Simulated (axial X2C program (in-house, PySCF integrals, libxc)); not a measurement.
## SAlS: properties at the nuclei

Computed with an axial X2C code built on PySCF integrals: two-component X2C with atomic mean-field Coulomb and Gaunt terms, Gaussian nuclei, basis S dyall-av3z, Al dyall-v3z with contracted cores.

S–Al–S held linear, with bonds 2.072 and 2.072 Å (near the PBE0 minimum at charge 0 of the determinant lowest at the starting distance; the state shown can have its own minimum elsewhere, held linear; other orders of the atoms were not compared).

Determinant lowest in the PBE0 search, Ω = 3/2 (⟨Sz⟩ = 0.50, ⟨Lz⟩ = 1.00 at PBE0), spin on the atoms S 0.29, Al -0.07, S 0.29:

```json
{"level": "PBE0", "A∥/gI S (MHz)": "127", "qzz S (a.u.)": "0.21", "A∥/gI Al (MHz)": "-22.5", "qzz Al (a.u.)": "-1.24"}
{"level": "HF", "A∥/gI S (MHz)": "179", "qzz S (a.u.)": "-0.12", "A∥/gI Al (MHz)": "-76.2", "qzz Al (a.u.)": "-1.31"}
{"level": "TPSSh", "A∥/gI S (MHz)": "126", "qzz S (a.u.)": "0.23", "A∥/gI Al (MHz)": "-15.3", "qzz Al (a.u.)": "-1.20"}
```

Determinant 0.05 eV from it at PBE0 and this distance, Ω = 1/2 (⟨Sz⟩ = -0.50, ⟨Lz⟩ = 1.00 at PBE0), spin on the atoms S -0.28, Al 0.07, S -0.28:

| level | A∥/gI S (MHz) | qzz S (a.u.) | A∥/gI Al (MHz) | qzz Al (a.u.) |
| --- | --- | --- | --- | --- |
| PBE0 | 619 | 0.20 | 42.6 | -1.24 |
| HF | 669 | -0.13 | 89.4 | -1.31 |
| TPSSh | 567 | 0.22 | 41.7 | -1.20 |

A∥ (defined per Ω) follows by multiplying with gI = μI/(I μN); qzz is the electric field gradient, eQq0 = 234.96 MHz × Q/barn × qzz. The operators were transformed with the bare-nucleus X2C matrices; with these basis sets, hyperfine constants and field gradients can be off by tens of per cent, and where levels differ in sign neither size nor sign is settled.

(1) With gI(33S) = 0.4292, Q(27Al) = 0.1466 barn (g factors from the IAEA table of nuclear moments by Stone; Q from Pyykkö, Mol. Phys. 2018), turn the PBE0 values of the first state into constants in MHz.

The molecule was held linear; bending was not examined, so a bent shape may lie lower.

Each state is one determinant with collinear spin. Unrestricted Hartree–Fock can overshoot spin polarisation at the nuclei. The search compared states at one distance, so a state with another bond length can lie lower. Where a field gradient or hyperfine factor spreads by more than a factor of two over the levels, a constant derived from it is not to be relied on. PBE0 term energies can be off by some tenths of an eV.

Answers

(1) A∥(33S) = 127 × 0.4292 = 54.5 MHz; eQq0(27Al) = 234.96 × (0.1466) × (-1.24) = -42.7 MHz.
